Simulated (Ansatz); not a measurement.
1T (CdI2-type) SnSe2, treated with PBE-D3(BJ) (Ansatz, an electronic-structure program, plane waves, PAW).

Settings: plane-wave cutoff 520 eV, 12×12×6 k mesh (along the axes of the cell as run), scalar-relativistic PAW data made under PBE.

Computed at the level's own relaxed cell.

```xyz
3
Lattice="3.8394 0.0000 0.0000 -1.9197 3.3251 0.0000 0.0000 0.0000 6.0095" Properties=species:S:1:pos:R:3 pbc="T T T"
Sn     0.0000     0.0000     0.0000
Se     0.0000     2.2167     1.5936
Se     1.9197     1.1084     4.4158
```

### Question
Give the elastic tensor (Voigt notation, GPa, ions relaxed, in the Cartesian axes of the cell as printed).

### Answer

```
  102.9    28.2    17.7    -2.0     0.0     0.0
   28.2   102.9    17.7     2.0     0.0     0.0
   17.7    17.7    31.2     0.0     0.0     0.0
   -2.0     2.0     0.0    10.7     0.0     0.0
    0.0     0.0     0.0     0.0    10.7    -2.0
    0.0     0.0     0.0     0.0    -2.0    37.3
```

Note: the dispersion coefficients are held fixed in the derivatives.

Static lattice: no zero-point or thermal effects.
